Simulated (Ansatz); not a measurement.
Mulliken charges of C2H5NO (`NC1CO1`) from PBE/def2-TZVPP in Ansatz (PBE0-D4/def2-TZVP geometry).

```csv
atom,x (Å),y (Å),z (Å),charge (e)
N1,-0.918,0.936,-0.381,-0.288
C2,0.237,0.392,0.206,0.056
C3,0.390,-1.035,0.421,0.010
O4,1.157,-0.375,-0.580,-0.281
H5,-1.361,0.284,-1.015,0.142
H6,-0.714,1.790,-0.884,0.149
H7,0.729,1.078,0.892,0.086
H8,0.948,-1.410,1.276,0.069
H9,-0.382,-1.707,0.048,0.057
```

**Question.** By hand: the dipole of these point charges (1 e Å = 4.8032 D).

**Answer.** Σ q r = (-0.237, 0.053, 0.180) e Å, of length 0.302 e Å = 1.45 D.

**Question.** How does the dipole of the full density compare? (Estimate.)

**Answer.** Ansatz gave: (-0.186, 0.043, 0.033) e Å, 0.93 D; the point charges give 1.56 times that, at 27° from its direction.

Point charges leave out the atoms' own dipoles, such as those of lone pairs, and Mulliken's split depends on the basis, so the two needn't agree.
